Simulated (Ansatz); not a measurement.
C2H6Cl, doublet: at a first-order saddle point.

Input (in.yaml):

```yaml
crystal:
  periodic: [false, false, false]
  atoms:
    - {symbol: Cl, position_ang: [-1.538821, -0.019121, -0.833775]}
    - {symbol: C, position_ang: [0.260050, 0.508790, -0.384493]}
    - {symbol: C, position_ang: [0.752322, -0.324867, 0.756216]}
    - {symbol: H, position_ang: [-3.098014, -0.487504, -1.216828]}
    - {symbol: H, position_ang: [0.156371, 1.566984, -0.156776]}
    - {symbol: H, position_ang: [0.800162, 0.360190, -1.316494]}
    - {symbol: H, position_ang: [1.774896, -0.027322, 1.014406]}
    - {symbol: H, position_ang: [0.128514, -0.192744, 1.641490]}
    - {symbol: H, position_ang: [0.764419, -1.384405, 0.496254]}
basis:
  gaussian: {orbitals: def2-TZVPP}
magnetization: {spin_polarized: true, initial_magnetization: 1}
hamiltonian: {xc: pbe0, dispersion: d4}
output: {orbitals: {seedname: orbitals}}
```

Command:

```bash
ansatz run in.yaml --threads 4 --pin off --events-out ev --progress --plain --max-ram 9574MiB
```

The run's output (Ansatz 0.2.0):

```
Functional definition: PBE0
  name "PBE0"
  cite "Adamo & Barone, J. Chem. Phys. 110, 6158 (1999) doi:10.1063/1.478522"
  cite "Perdew, Burke & Ernzerhof, Phys. Rev. Lett. 77, 3865 (1996) doi:10.1103/PhysRevLett.77.3865"
  parent pbe
  parameter a = 0.25
  parameter kappa = 0.804
  parameter beta = 0.06672455060314922
  exchange = (1 - a)*pbe_x(kappa = kappa, mu = beta*pi^2/3) + a*exact_x
  correlation = pbe_c(beta = beta)
1039 factors; their error is unknown
mean field evaluation 1: about -14678.9238 eV, gradient 3.8e1 eV
mean field evaluation 2: about -14671.2109 eV, gradient 5.2e1 eV
mean field evaluation 4: about -14686.1429 eV, gradient 3.5e0 eV
mean field evaluation 8: about -14686.2044 eV, gradient 7.0e-2 eV
mean field evaluation 16: about -14686.2247 eV, gradient 1.2e-4 eV
mean field -14686.22471109 eV, -539.7088034518 hartree, gradient 4.2e-5 eV, S^2 0.765863; 0 other end points of the search recorded, 0 dependent functions left out
reference -14686.22473949 eV, -539.7088044955 hartree; 18, 17 occupied and 170, 171 virtual orbitals, 1039 factors
Total energy: -14686.33154995 eV, -539.7127297076 hartree
```

The lines “mean field evaluation” count trial sets of orbitals through the whole run, from several starts and some on an approximate energy, so they need not fall steadily or lie above the final value.

The run took about 2.2 s on 4 CPU threads of an Arm Neoverse V2 (shared host).
